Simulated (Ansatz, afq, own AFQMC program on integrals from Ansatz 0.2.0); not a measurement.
AFQMC on a folder of integrals that Ansatz 0.2.0 wrote.

```yaml
crystal:
  periodic: [false, false, false]
  atoms:
    - {symbol: B, position_ang: [0.000000, 0.000000, 0.000000]}
    - {symbol: H, position_ang: [0.414685, 0.812495, 0.810653]}
    - {symbol: H, position_ang: [-0.424327, -0.807694, 0.810461]}
    - {symbol: H, position_ang: [-0.412812, 0.808646, -0.815443]}
    - {symbol: H, position_ang: [0.422454, -0.813448, -0.805671]}
basis:
  gaussian: {orbitals: cc-pVTZ}
magnetization: {spin_polarized: true, initial_magnetization: 1}
correlation: {method: ccsd_t, electrons: outside_noble_gas, hamiltonian_folder: ham}
```

```sh
$ ansatz run in.yaml --threads 1 --pin off --events-out ev --progress --plain --max-ram 24576MiB --backend cuda --devices 0, --max-vram 18GiB
```

Options of the walk:

```
--method phaseless --trial cisd --walkers 800 --populations 20 --least-time 60 --time-step 0.005 --steps-per-block 50 --equilibration-blocks 28 --max-blocks 4000 --target-error 0.00016 --factor-cut 1e-05 --start spin_pure --seed 9479 --release-times 0.24,0.5,1,1.5 --release-step 0.02 --release-every 3 --taylor-order 6
```

Times are imaginary, in 1/Eh. The walk had a cap of 215 s. With eight or more populations the least sampling time is a fifth of least-time, and the error comes from their spread.

Log:

```
orbitals 85  electrons 4 3  factors 471 of 471
reference energy -26.88069771 Eh
CCSD correlation -0.16644571 Eh in 10 cycles, weight of the determinant in the CISD state 0.9186
energy of the start -27.046651 Eh
 block  time / (1/Eh)  mean weight  energy / Eh
     1     0.250  0.9997  -27.046323
     2     0.500  0.9991  -27.047779
     3     0.750  0.9990  -27.048972
     4     1.000  1.0000  -27.050044
     5     1.250  0.9996  -27.050549
    12     3.000  1.0005  -27.052502
    19     4.750  0.9997  -27.052154
    26     6.500  1.0003  -27.052731
    33     8.250  0.9999  -27.053125
    40    10.000  0.9991  -27.051961
    45    11.250  1.0006  -27.054446
    47    11.750  0.9996  -27.052482
    53    13.250  1.0003  -27.051553
    54    13.500  1.0001  -27.052395
    61    15.250  0.9999  -27.053445
    68    17.000  0.9992  -27.052861
    75    18.750  1.0003  -27.051740
    78    19.500  1.0007  -27.052361
error from the spread of 20 populations
released: time / (1/Eh)  energy / Eh  error  mean overlap
  0.24  -27.052768  0.000118  0.9969
  0.50  -27.052795  0.000096  0.9952
  1.00  -27.052971  0.000105  0.9865
  1.50  -27.053016  0.000112  0.9852
energy -27.052598 +/- 0.000150 Eh
(rows thinned)
```

The run passed its tests (sampling time, drift between the halves within three errors, error under three times the target), which doesn't prove that it has relaxed.

Against this walk (error 4.1 meV) on the same determinant: CCSD(T) 14.8 meV higher, CCSDT(Q) 10.4 meV lower. The error is statistical and leaves out the bias of the constraint. The released energies are still falling (meV from the phaseless value at times in 1/Eh: -5 ± 3 at 0.24, -5 ± 3 at 0.50, -10 ± 3 at 1.00, -11 ± 3 at 1.50), so they give no level.

Cautions: constraint bias not in the error.

The walk took 64 s on 1 × NVIDIA H100 80GB HBM3 with 2 threads of AMD EPYC 7R13 Processor (Zen 3), on a shared host (the card was shared). The log's last line is the phaseless energy.

CCSDT and higher add their correlation energy to the determinant of the CCSD(T) run, since their own runs factorise the integrals more tightly (a shift of under 2 meV). A walk keeps the symmetry of its determinant, which the program's search chose and which needn't be the lowest solution, so a lower state of the same spin and another symmetry isn't excluded.
